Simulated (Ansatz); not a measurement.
# AlHCl+ (quintet): from Hartree-Fock to the top rungs, 6-31G

How much of the correlation energy of AlHCl+ (quintet) does each wave-function method recover here?

Method: 6-31G, core rule «outside noble gas», up to 10 orbitals frozen; program: Ansatz 0.2.0, Gaussian basis.

The runs, in order: UHF; CCSD(T) on ROHF; CCSD(T) on UHF; BCCD(T) on ROHF; CISD; CCSDT(Q) on ROHF; CCSDT(Q) on UHF; CCSDTQ on ROHF; CCSDTQ on UHF; Full CI.

8 further runs of the same task are left out: 3 for a known fault of the program, 5 set aside as unsound or not needed.

## (1) The geometry

The geometry is a PBE0/def2-TZVP stationary point (not a proven minimum) of the parent state, kept for this charge and spin.

3 atoms, charge 1, spin multiplicity 5.

Atoms are counted from 1 here; the program's logs count them from 0.

Bond lengths: Al1–Cl2 2.197 Å, Al1–H3 1.817 Å. Angles: Cl2–Al1–H3 63.0°.

## (2) UHF

The input, in.yaml:

```yaml
crystal:
  periodic: [false, false, false]
  atoms:
    - {symbol: Al, position_ang: [0.000000, -0.050236, 1.239922]}
    - {symbol: Cl, position_ang: [0.000000, -0.006816, -0.956330]}
    - {symbol: H, position_ang: [0.000000, 1.584516, 0.446218]}
basis:
  gaussian: {orbitals: 6-31G}
total_charge: 1
magnetization: {spin_polarized: true, initial_magnetization: 4}
hamiltonian: {xc: hf}
output: {orbitals: {seedname: orbitals}}
```

Command:

```
$ ansatz run in.yaml --threads 1 --pin off --events-out ev --progress --plain --max-ram 4096MiB --backend cpu
```

Further steps of the session: CCSD(T) on ROHF; CCSD(T) on UHF; BCCD(T) on ROHF; CISD; CCSDT(Q) on ROHF; CCSDT(Q) on UHF; CCSDTQ on ROHF; CCSDTQ on UHF; Full CI.

Before running them: what should the planned runs give, taken together? Wanted: FCI below the RHF energy; RMP2 from FCI; UMP2 from FCI; RCCSD from FCI; RCCSD(T) from FCI; UCCSD(T) from FCI; RCCSDT(Q) from FCI; UCCSDT(Q) from FCI; T1 diagnostic.

**Answer**, as computed:

| quantity | value |
| --- | --- |
| FCI below the RHF energy | -1.2266 eV |
| RMP2 from FCI | +6.91 kcal/mol |
| UMP2 from FCI | +6.62 kcal/mol |
| RCCSD from FCI | +0.70 kcal/mol |
| RCCSD(T) from FCI | +0.16 kcal/mol |
| UCCSD(T) from FCI | +0.14 kcal/mol |
| RCCSDT(Q) from FCI | 0.00 kcal/mol |
| UCCSDT(Q) from FCI | -0.03 kcal/mol |
| levels within 1 kcal/mol (43 meV) | CISD, RCCSD, UCCSD, RCCSD(T), UCCSD(T), BCCD(T), RCCSDT, UCCSDT, RCCSDT(Q), UCCSDT(Q), RCCSDTQ, UCCSDTQ |
| T1 diagnostic | 0.021 |
| effectively unpaired electrons | 4.01 |

**Reading.** RCCSD(T) misses by +0.16 kcal/mol, 0.6 % of the correlation energy. UCCSDT falls below full CI: unrestricted runs freeze a spin-polarised core, another one than full CI's, and coupled cluster isn't variational. One determinant dominates. These misses are within one basis, not against nature; the frozen cores of restricted and unrestricted runs differ, which can shift their rows.
